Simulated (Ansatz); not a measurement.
Input for Ansatz (development build ahead of 0.2.0):

```yaml
crystal:
  periodic: [false, false, false]
  atoms:
    - { symbol: P, position_ang: [-0.76912, 0.00413, 0.04592] }
    - { symbol: S, position_ang: [1.30387, -5.38191, 0.45255] }
basis:
  gaussian: { orbitals: STO-3G }
total_charge: -1
hamiltonian:
  xc: hf
correlation:
  method: fci
  frozen_orbitals: { P: 5, S: 5 }
```

The input is written out in the form of the current development build from the run's settings.

Output:

```
Converged          : yes
Reference energy   : -729.50281 hartree
Correlation energy : -0.16218 hartree
Total energy       : -729.66499 hartree
State              : lowest singlet root, of any spatial symmetry
```

Messages of the program:
```
the method's energy lies above the unrestricted determinant, so it is not the lowest state's
```

Caution: no diffuse functions for an anion.
